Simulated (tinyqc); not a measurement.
Worked calculation (part 2 of 3): UHF in the sto-3g basis, for LiH+, spin multiplicity 2. Computed by tinyqc, a small Python program that keeps every step (integrals from PySCF). Command: `OMP_NUM_THREADS=1 python tinyqc.py 24777 24778 out.jsonl` (the two numbers bound the seeds that draw the settings). One thread of a shared host (Intel(R) Xeon(R) Processor @ 2.60GHz), about 0.1 s of CPU time with the checks.

Geometry (angstrom):
```
atom        x        y        z
Li    0.00000  0.00000  0.00000
H     0.00000  0.00000  1.61000
```

## Iteration 2: diagonalisation and new density

extrapolated F(alpha) (hartree), order 1Li 1s, 1Li 2s, 1Li 2px, 1Li 2py, 1Li 2pz, 2H 1s:
$$\begin{pmatrix}
-2.87377 & -0.74154 & 0.00000 & 0.00000 & -0.00751 & -0.21414 \\
-0.74154 & -0.52274 & 0.00000 & 0.00000 & -0.15626 & -0.44033 \\
0.00000 & 0.00000 & -0.12106 & 0.00000 & 0.00000 & 0.00000 \\
0.00000 & 0.00000 & 0.00000 & -0.12106 & 0.00000 & 0.00000 \\
-0.00751 & -0.15626 & 0.00000 & 0.00000 & -0.29470 & -0.47015 \\
-0.21414 & -0.44033 & 0.00000 & 0.00000 & -0.47015 & -0.72214
\end{pmatrix}$$

extrapolated F(beta) (hartree), order 1Li 1s, 1Li 2s, 1Li 2px, 1Li 2py, 1Li 2pz, 2H 1s:
$$\begin{pmatrix}
-2.65464 & -0.71488 & 0.00000 & 0.00000 & -0.00499 & -0.20338 \\
-0.71488 & -0.39855 & 0.00000 & 0.00000 & -0.04086 & -0.23179 \\
0.00000 & 0.00000 & -0.10169 & 0.00000 & 0.00000 & 0.00000 \\
0.00000 & 0.00000 & 0.00000 & -0.10169 & 0.00000 & 0.00000 \\
-0.00499 & -0.04086 & 0.00000 & 0.00000 & -0.15566 & -0.22214 \\
-0.20338 & -0.23179 & 0.00000 & 0.00000 & -0.22214 & -0.21709
\end{pmatrix}$$

X, order 1Li 1s, 1Li 2s, 1Li 2px, 1Li 2py, 1Li 2pz, 2H 1s:
$$\begin{pmatrix}
1.02309 & -0.12895 & 0.00000 & 0.00000 & -0.00484 & 0.00734 \\
-0.12895 & 1.10956 & 0.00000 & 0.00000 & 0.11169 & -0.27591 \\
0.00000 & 0.00000 & 1.00000 & 0.00000 & 0.00000 & 0.00000 \\
0.00000 & 0.00000 & 0.00000 & 1.00000 & 0.00000 & 0.00000 \\
-0.00484 & 0.11169 & 0.00000 & 0.00000 & 1.14376 & -0.35600 \\
0.00734 & -0.27591 & 0.00000 & 0.00000 & -0.35600 & 1.22899
\end{pmatrix}$$

D(alpha) after iteration 1, order 1Li 1s, 1Li 2s, 1Li 2px, 1Li 2py, 1Li 2pz, 2H 1s:
$$\begin{pmatrix}
1.03240 & -0.09715 & 0.00000 & 0.00000 & -0.00946 & -0.02785 \\
-0.09715 & 0.40973 & 0.00000 & 0.00000 & 0.02973 & 0.10693 \\
0.00000 & 0.00000 & 0.00000 & 0.00000 & 0.00000 & 0.00000 \\
0.00000 & 0.00000 & 0.00000 & 0.00000 & 0.00000 & 0.00000 \\
-0.00946 & 0.02973 & 0.00000 & 0.00000 & 0.01620 & 0.06738 \\
-0.02785 & 0.10693 & 0.00000 & 0.00000 & 0.06738 & 0.43927
\end{pmatrix}$$

D(beta) after iteration 1, order 1Li 1s, 1Li 2s, 1Li 2px, 1Li 2py, 1Li 2pz, 2H 1s:
$$\begin{pmatrix}
0.65788 & -0.03020 & 0.00000 & 0.00000 & 0.00094 & 0.00058 \\
-0.03020 & 0.18321 & 0.00000 & 0.00000 & 0.00227 & 0.01432 \\
0.00000 & 0.00000 & 0.00000 & 0.00000 & 0.00000 & 0.00000 \\
0.00000 & 0.00000 & 0.00000 & 0.00000 & 0.00000 & 0.00000 \\
0.00094 & 0.00227 & 0.00000 & 0.00000 & 0.00085 & 0.01119 \\
0.00058 & 0.01432 & 0.00000 & 0.00000 & 0.01119 & 0.14986
\end{pmatrix}$$

overlap S, order 1Li 1s, 1Li 2s, 1Li 2px, 1Li 2py, 1Li 2pz, 2H 1s:
$$\begin{pmatrix}
1.00000 & 0.24114 & 0.00000 & 0.00000 & 0.00000 & 0.06511 \\
0.24114 & 1.00000 & 0.00000 & 0.00000 & 0.00000 & 0.39277 \\
0.00000 & 0.00000 & 1.00000 & 0.00000 & 0.00000 & 0.00000 \\
0.00000 & 0.00000 & 0.00000 & 1.00000 & 0.00000 & 0.00000 \\
0.00000 & 0.00000 & 0.00000 & 0.00000 & 1.00000 & 0.51102 \\
0.06511 & 0.39277 & 0.00000 & 0.00000 & 0.51102 & 1.00000
\end{pmatrix}$$

Diagonalise F' = X^T F X, C = X C', fill 2 alpha and 1 beta electrons from the bottom; D(s) = C_occ C_occ^T; the new density keeps 0.7 of the old one (damping). Each column has its largest component positive (the first on a tie).

F' = X^T F X (alpha) (hartree):
$$\begin{pmatrix}
-2.82358 & -0.35595 & 0.00000 & 0.00000 & 0.00711 & -0.03640 \\
-0.35595 & -0.29296 & 0.00000 & 0.00000 & -0.01519 & -0.25721 \\
0.00000 & 0.00000 & -0.12106 & 0.00000 & 0.00000 & 0.00000 \\
0.00000 & 0.00000 & 0.00000 & -0.12106 & 0.00000 & 0.00000 \\
0.00711 & -0.01519 & 0.00000 & 0.00000 & -0.10553 & -0.31631 \\
-0.03640 & -0.25721 & 0.00000 & 0.00000 & -0.31631 & -0.48953
\end{pmatrix}$$

orbital energies (alpha) (hartree): MO1 -2.87485, MO2 -0.76590, MO3 -0.18439, MO4 -0.12106, MO5 -0.12106, MO6 0.11353

coefficients C (alpha), order 1Li 1s, 1Li 2s, 1Li 2px, 1Li 2py, 1Li 2pz, 2H 1s:
$$\begin{pmatrix}
0.99484 & -0.13095 & -0.22161 & 0.00000 & 0.00000 & -0.08638 \\
0.01895 & 0.27024 & 0.93482 & 0.00000 & 0.00000 & 0.62375 \\
0.00000 & 0.00000 & 0.00000 & 0.09963 & 0.99502 & 0.00000 \\
0.00000 & 0.00000 & 0.00000 & 0.99502 & -0.09963 & 0.00000 \\
0.00191 & 0.21364 & -0.42435 & 0.00000 & 0.00000 & 1.10531 \\
0.00550 & 0.75446 & -0.25962 & 0.00000 & 0.00000 & -1.03763
\end{pmatrix}$$

F' = X^T F X (beta) (hartree):
$$\begin{pmatrix}
-2.59929 & -0.36841 & 0.00000 & 0.00000 & -0.00060 & -0.05062 \\
-0.36841 & -0.21755 & 0.00000 & 0.00000 & 0.03828 & -0.16315 \\
0.00000 & 0.00000 & -0.10169 & 0.00000 & 0.00000 & 0.00000 \\
0.00000 & 0.00000 & 0.00000 & -0.10169 & 0.00000 & 0.00000 \\
-0.00060 & 0.03828 & 0.00000 & 0.00000 & -0.04715 & -0.20959 \\
-0.05062 & -0.16315 & 0.00000 & 0.00000 & -0.20959 & -0.03531
\end{pmatrix}$$

orbital energies (beta) (hartree): MO1 -2.65709, MO2 -0.30874, MO3 -0.15385, MO4 -0.10169, MO5 -0.10169, MO6 0.22037

coefficients C (beta), order 1Li 1s, 1Li 2s, 1Li 2px, 1Li 2py, 1Li 2pz, 2H 1s:
$$\begin{pmatrix}
0.99164 & -0.18168 & -0.19909 & 0.00000 & 0.00000 & 0.08618 \\
0.03243 & 0.51858 & 0.79978 & 0.00000 & 0.00000 & -0.65324 \\
0.00000 & 0.00000 & 0.00000 & 0.99890 & 0.04683 & 0.00000 \\
0.00000 & 0.00000 & 0.00000 & -0.04683 & 0.99890 & 0.00000 \\
0.00229 & 0.34445 & -0.59269 & 0.00000 & 0.00000 & -0.98868 \\
0.00049 & 0.50402 & -0.21330 & 0.00000 & 0.00000 & 1.18903
\end{pmatrix}$$

D(alpha) after iteration 2, order 1Li 1s, 1Li 2s, 1Li 2px, 1Li 2py, 1Li 2pz, 2H 1s:
$$\begin{pmatrix}
1.02474 & -0.07296 & 0.00000 & 0.00000 & -0.01445 & -0.04749 \\
-0.07296 & 0.30883 & 0.00000 & 0.00000 & 0.03814 & 0.13605 \\
0.00000 & 0.00000 & 0.00000 & 0.00000 & 0.00000 & 0.00000 \\
0.00000 & 0.00000 & 0.00000 & 0.00000 & 0.00000 & 0.00000 \\
-0.01445 & 0.03814 & 0.00000 & 0.00000 & 0.02503 & 0.09553 \\
-0.04749 & 0.13605 & 0.00000 & 0.00000 & 0.09553 & 0.47826
\end{pmatrix}$$

D(beta) after iteration 2, order 1Li 1s, 1Li 2s, 1Li 2px, 1Li 2py, 1Li 2pz, 2H 1s:
$$\begin{pmatrix}
0.75553 & -0.01149 & 0.00000 & 0.00000 & 0.00134 & 0.00055 \\
-0.01149 & 0.12856 & 0.00000 & 0.00000 & 0.00161 & 0.01003 \\
0.00000 & 0.00000 & 0.00000 & 0.00000 & 0.00000 & 0.00000 \\
0.00000 & 0.00000 & 0.00000 & 0.00000 & 0.00000 & 0.00000 \\
0.00134 & 0.00161 & 0.00000 & 0.00000 & 0.00059 & 0.00783 \\
0.00055 & 0.01003 & 0.00000 & 0.00000 & 0.00783 & 0.10490
\end{pmatrix}$$

Within a degenerate level the vectors are fixed only up to a rotation; this is one choice.

## Iteration 3: building the Fock matrix

core Hamiltonian H = T + V (hartree), order 1Li 1s, 1Li 2s, 1Li 2px, 1Li 2py, 1Li 2pz, 2H 1s:
$$\begin{pmatrix}
-4.73478 & -1.06383 & 0.00000 & 0.00000 & -0.01590 & -0.29566 \\
-1.06383 & -1.39476 & 0.00000 & 0.00000 & -0.12161 & -0.68699 \\
0.00000 & 0.00000 & -1.13487 & 0.00000 & 0.00000 & 0.00000 \\
0.00000 & 0.00000 & 0.00000 & -1.13487 & 0.00000 & 0.00000 \\
-0.01590 & -0.12161 & 0.00000 & 0.00000 & -1.23256 & -0.83324 \\
-0.29566 & -0.68699 & 0.00000 & 0.00000 & -0.83324 & -1.45016
\end{pmatrix}$$

Two-electron integrals (ij|kl) in chemists' order, unique and non-zero (hartree):
```
(11|11) 1.68040   (21|11) 0.26542   (21|21) 0.04994   (22|11) 0.39773
(22|21) 0.09286   (22|22) 0.29056   (31|31) 0.00898   (32|31) 0.01379
(32|32) 0.06418   (33|11) 0.39664   (33|21) 0.09288   (33|22) 0.29050
(33|33) 0.31295   (41|41) 0.00898   (42|41) 0.01379   (42|42) 0.06418
(43|43) 0.01687   (44|11) 0.39664   (44|21) 0.09288   (44|22) 0.29050
(44|33) 0.27921   (44|44) 0.31295   (51|51) 0.00898   (52|51) 0.01379
(52|52) 0.06418   (53|53) 0.01687   (54|54) 0.01687   (55|11) 0.39664
(55|21) 0.09288   (55|22) 0.29050   (55|33) 0.27921   (55|44) 0.27921
(55|55) 0.31295   (61|11) 0.06970   (61|21) 0.01318   (61|22) 0.02493
(61|33) 0.02464   (61|44) 0.02464   (61|51) 0.00156   (61|52) 0.00301
(61|55) 0.02553   (61|61) 0.00380   (62|11) 0.14907   (62|21) 0.03515
(62|22) 0.11454   (62|33) 0.10884   (62|44) 0.10884   (62|51) 0.00573
(62|52) 0.03346   (62|55) 0.12583   (62|61) 0.01105   (62|62) 0.07283
(63|31) 0.00296   (63|32) 0.01340   (63|53) 0.00528   (63|63) 0.00550
(64|41) 0.00296   (64|42) 0.01340   (64|54) 0.00528   (64|64) 0.00550
(65|11) 0.18048   (65|21) 0.04304   (65|22) 0.14571   (65|33) 0.13596
(65|44) 0.13596   (65|51) 0.00892   (65|52) 0.05119   (65|55) 0.16504
(65|61) 0.01413   (65|62) 0.10184   (65|65) 0.14471   (66|11) 0.32750
(66|21) 0.07863   (66|22) 0.28003   (66|33) 0.25571   (66|44) 0.25571
(66|51) 0.01508   (66|52) 0.10540   (66|55) 0.32828   (66|61) 0.02595
(66|62) 0.22047   (66|65) 0.32079   (66|66) 0.77461
```

nuclear repulsion = 0.9860445 hartree

J_ij = sum D_kl (ij|kl) with D = D(alpha) + D(beta), K_ij = sum D_kl (ik|jl) for each spin; F = H + J - K(s); E = tr D H + tr D J / 2 - 0.5 sum_s tr D(s) K(s) + E_nn.

Coulomb J (hartree), order 1Li 1s, 1Li 2s, 1Li 2px, 1Li 2py, 1Li 2pz, 2H 1s:
$$\begin{pmatrix}
3.39615 & 0.57086 & 0.00000 & 0.00000 & 0.01303 & 0.15453 \\
0.57086 & 1.05146 & 0.00000 & 0.00000 & 0.08628 & 0.48515 \\
0.00000 & 0.00000 & 1.03137 & 0.00000 & 0.00000 & 0.00000 \\
0.00000 & 0.00000 & 0.00000 & 1.03137 & 0.00000 & 0.00000 \\
0.01303 & 0.08628 & 0.00000 & 0.00000 & 1.08544 & 0.63124 \\
0.15453 & 0.48515 & 0.00000 & 0.00000 & 0.63124 & 1.28865
\end{pmatrix}$$

exchange K(alpha) (hartree), order 1Li 1s, 1Li 2s, 1Li 2px, 1Li 2py, 1Li 2pz, 2H 1s:
$$\begin{pmatrix}
1.69797 & 0.27494 & 0.00000 & 0.00000 & 0.00588 & 0.08156 \\
0.27494 & 0.19802 & 0.00000 & 0.00000 & 0.09966 & 0.22093 \\
0.00000 & 0.00000 & 0.03444 & 0.00000 & 0.00000 & 0.00000 \\
0.00000 & 0.00000 & 0.00000 & 0.03444 & 0.00000 & 0.00000 \\
0.00588 & 0.09966 & 0.00000 & 0.00000 & 0.14867 & 0.24709 \\
0.08156 & 0.22093 & 0.00000 & 0.00000 & 0.24709 & 0.52504
\end{pmatrix}$$

exchange K(beta) (hartree), order 1Li 1s, 1Li 2s, 1Li 2px, 1Li 2py, 1Li 2pz, 2H 1s:
$$\begin{pmatrix}
1.27067 & 0.20926 & 0.00000 & 0.00000 & 0.00303 & 0.05967 \\
0.20926 & 0.08349 & 0.00000 & 0.00000 & 0.01461 & 0.05271 \\
0.00000 & 0.00000 & 0.01566 & 0.00000 & 0.00000 & 0.00000 \\
0.00000 & 0.00000 & 0.00000 & 0.01566 & 0.00000 & 0.00000 \\
0.00303 & 0.01461 & 0.00000 & 0.00000 & 0.03371 & 0.04526 \\
0.05967 & 0.05271 & 0.00000 & 0.00000 & 0.04526 & 0.10317
\end{pmatrix}$$

F(alpha) (hartree), order 1Li 1s, 1Li 2s, 1Li 2px, 1Li 2py, 1Li 2pz, 2H 1s:
$$\begin{pmatrix}
-3.03659 & -0.76791 & 0.00000 & 0.00000 & -0.00875 & -0.22268 \\
-0.76791 & -0.54132 & 0.00000 & 0.00000 & -0.13499 & -0.42278 \\
0.00000 & 0.00000 & -0.13794 & 0.00000 & 0.00000 & 0.00000 \\
0.00000 & 0.00000 & 0.00000 & -0.13794 & 0.00000 & 0.00000 \\
-0.00875 & -0.13499 & 0.00000 & 0.00000 & -0.29579 & -0.44909 \\
-0.22268 & -0.42278 & 0.00000 & 0.00000 & -0.44909 & -0.68655
\end{pmatrix}$$

F(beta) (hartree), order 1Li 1s, 1Li 2s, 1Li 2px, 1Li 2py, 1Li 2pz, 2H 1s:
$$\begin{pmatrix}
-2.60930 & -0.70223 & 0.00000 & 0.00000 & -0.00590 & -0.20080 \\
-0.70223 & -0.42679 & 0.00000 & 0.00000 & -0.04994 & -0.25456 \\
0.00000 & 0.00000 & -0.11916 & 0.00000 & 0.00000 & 0.00000 \\
0.00000 & 0.00000 & 0.00000 & -0.11916 & 0.00000 & 0.00000 \\
-0.00590 & -0.04994 & 0.00000 & 0.00000 & -0.18083 & -0.24726 \\
-0.20080 & -0.25456 & 0.00000 & 0.00000 & -0.24726 & -0.26468
\end{pmatrix}$$

total energy of this density = -6.9294327 hartree

This density is a damped mixture and is not idempotent, and it still holds part of the atomic start, so its energy may lie below the converged one.

## Iteration 3: DIIS over 3 matrices

error matrix X^T (FDS - SDF) X (alpha):
$$\begin{pmatrix}
0.00000 & -0.01467 & 0.00000 & 0.00000 & -0.01519 & -0.04874 \\
0.01467 & 0.00000 & 0.00000 & 0.00000 & 0.01623 & 0.03624 \\
0.00000 & 0.00000 & 0.00000 & 0.00000 & 0.00000 & 0.00000 \\
0.00000 & 0.00000 & 0.00000 & 0.00000 & 0.00000 & 0.00000 \\
0.01519 & -0.01623 & 0.00000 & 0.00000 & 0.00000 & -0.02754 \\
0.04874 & -0.03624 & 0.00000 & 0.00000 & 0.02754 & 0.00000
\end{pmatrix}$$

B (overlaps of the stored error matrices):
$$\begin{pmatrix}
4.2827452e-02 & 3.0086324e-02 & 2.1294694e-02 \\
3.0086324e-02 & 2.2363975e-02 & 1.6368335e-02 \\
2.1294694e-02 & 1.6368335e-02 & 1.2230994e-02
\end{pmatrix}$$

Minimise |sum c_i e_i|^2 with sum c_i = 1: solve [B -1; -1 0][c; lambda] = [0; -1] with B_ij = tr e_i^T e_j summed over both spins, and take F = sum c_i F_i.

DIIS coefficients: [1.59946, -6.23240, 5.63295]

extrapolated F(alpha) (hartree), order 1Li 1s, 1Li 2s, 1Li 2px, 1Li 2py, 1Li 2pz, 2H 1s:
$$\begin{pmatrix}
-2.72471 & -0.72838 & 0.00000 & 0.00000 & -0.00090 & -0.20513 \\
-0.72838 & -0.46744 & 0.00000 & 0.00000 & -0.15365 & -0.43111 \\
0.00000 & 0.00000 & -0.10135 & 0.00000 & 0.00000 & 0.00000 \\
0.00000 & 0.00000 & 0.00000 & -0.10135 & 0.00000 & 0.00000 \\
-0.00090 & -0.15365 & 0.00000 & 0.00000 & -0.30349 & -0.50526 \\
-0.20513 & -0.43111 & 0.00000 & 0.00000 & -0.50526 & -0.78579
\end{pmatrix}$$

extrapolated F(beta) (hartree), order 1Li 1s, 1Li 2s, 1Li 2px, 1Li 2py, 1Li 2pz, 2H 1s:
$$\begin{pmatrix}
-2.71963 & -0.72865 & 0.00000 & 0.00000 & -0.00121 & -0.20379 \\
-0.72865 & -0.37230 & 0.00000 & 0.00000 & -0.02180 & -0.19501 \\
0.00000 & 0.00000 & -0.09050 & 0.00000 & 0.00000 & 0.00000 \\
0.00000 & 0.00000 & 0.00000 & -0.09050 & 0.00000 & 0.00000 \\
-0.00121 & -0.02180 & 0.00000 & 0.00000 & -0.12482 & -0.17379 \\
-0.20379 & -0.19501 & 0.00000 & 0.00000 & -0.17379 & -0.09710
\end{pmatrix}$$

## Iteration 3: diagonalisation and new density

As before.

F' = X^T F X (alpha) (hartree):
$$\begin{pmatrix}
-2.67005 & -0.36976 & 0.00000 & 0.00000 & 0.01143 & -0.02976 \\
-0.36976 & -0.23351 & 0.00000 & 0.00000 & -0.00453 & -0.24902 \\
0.00000 & 0.00000 & -0.10135 & 0.00000 & 0.00000 & 0.00000 \\
0.00000 & 0.00000 & 0.00000 & -0.10135 & 0.00000 & 0.00000 \\
0.01143 & -0.00453 & 0.00000 & 0.00000 & -0.09593 & -0.33914 \\
-0.02976 & -0.24902 & 0.00000 & 0.00000 & -0.33914 & -0.55750
\end{pmatrix}$$

orbital energies (alpha) (hartree): MO1 -2.72696, MO2 -0.81118, MO3 -0.14871, MO4 -0.10135, MO5 -0.10135, MO6 0.12986

coefficients C (alpha), order 1Li 1s, 1Li 2s, 1Li 2px, 1Li 2py, 1Li 2pz, 2H 1s:
$$\begin{pmatrix}
0.99202 & -0.11419 & -0.23690 & 0.00000 & 0.00000 & -0.10080 \\
0.03009 & 0.17762 & 0.93043 & 0.00000 & 0.00000 & 0.66196 \\
0.00000 & 0.00000 & 0.00000 & 0.36103 & 0.93255 & 0.00000 \\
0.00000 & 0.00000 & 0.00000 & 0.93255 & -0.36103 & 0.00000 \\
0.00090 & 0.19870 & -0.44407 & 0.00000 & 0.00000 & 1.10034 \\
0.00376 & 0.81213 & -0.17242 & 0.00000 & 0.00000 & -1.01194
\end{pmatrix}$$

F' = X^T F X (beta) (hartree):
$$\begin{pmatrix}
-2.66333 & -0.37782 & 0.00000 & 0.00000 & 0.00124 & -0.05245 \\
-0.37782 & -0.19377 & 0.00000 & 0.00000 & 0.04849 & -0.15718 \\
0.00000 & 0.00000 & -0.09050 & 0.00000 & 0.00000 & 0.00000 \\
0.00000 & 0.00000 & 0.00000 & -0.09050 & 0.00000 & 0.00000 \\
0.00124 & 0.04849 & 0.00000 & 0.00000 & -0.02875 & -0.19945 \\
-0.05245 & -0.15718 & 0.00000 & 0.00000 & -0.19945 & 0.08835
\end{pmatrix}$$

orbital energies (beta) (hartree): MO1 -2.72186, MO2 -0.23036, MO3 -0.13552, MO4 -0.09050, MO5 -0.09050, MO6 0.29025

coefficients C (beta), order 1Li 1s, 1Li 2s, 1Li 2px, 1Li 2py, 1Li 2pz, 2H 1s:
$$\begin{pmatrix}
0.99218 & -0.21140 & 0.16750 & 0.00000 & 0.00000 & 0.07917 \\
0.03081 & 0.67673 & -0.68223 & 0.00000 & 0.00000 & -0.64187 \\
0.00000 & 0.00000 & 0.00000 & 0.88482 & -0.46593 & 0.00000 \\
0.00000 & 0.00000 & 0.00000 & 0.46593 & 0.88482 & 0.00000 \\
0.00105 & 0.33522 & 0.69044 & 0.00000 & 0.00000 & -0.92647 \\
-0.00070 & 0.37239 & 0.21097 & 0.00000 & 0.00000 & 1.23699
\end{pmatrix}$$

D(alpha) after iteration 3, order 1Li 1s, 1Li 2s, 1Li 2px, 1Li 2py, 1Li 2pz, 2H 1s:
$$\begin{pmatrix}
1.01646 & -0.04821 & 0.00000 & 0.00000 & -0.01665 & -0.05995 \\
-0.04821 & 0.22592 & 0.00000 & 0.00000 & 0.03729 & 0.13855 \\
0.00000 & 0.00000 & 0.00000 & 0.00000 & 0.00000 & 0.00000 \\
0.00000 & 0.00000 & 0.00000 & 0.00000 & 0.00000 & 0.00000 \\
-0.01665 & 0.03729 & 0.00000 & 0.00000 & 0.02937 & 0.11528 \\
-0.05995 & 0.13855 & 0.00000 & 0.00000 & 0.11528 & 0.53265
\end{pmatrix}$$

D(beta) after iteration 3, order 1Li 1s, 1Li 2s, 1Li 2px, 1Li 2py, 1Li 2pz, 2H 1s:
$$\begin{pmatrix}
0.82419 & 0.00113 & 0.00000 & 0.00000 & 0.00125 & 0.00018 \\
0.00113 & 0.09028 & 0.00000 & 0.00000 & 0.00114 & 0.00702 \\
0.00000 & 0.00000 & 0.00000 & 0.00000 & 0.00000 & 0.00000 \\
0.00000 & 0.00000 & 0.00000 & 0.00000 & 0.00000 & 0.00000 \\
0.00125 & 0.00114 & 0.00000 & 0.00000 & 0.00042 & 0.00548 \\
0.00018 & 0.00702 & 0.00000 & 0.00000 & 0.00548 & 0.07343
\end{pmatrix}$$

Within a degenerate level the vectors are fixed only up to a rotation; this is one choice.
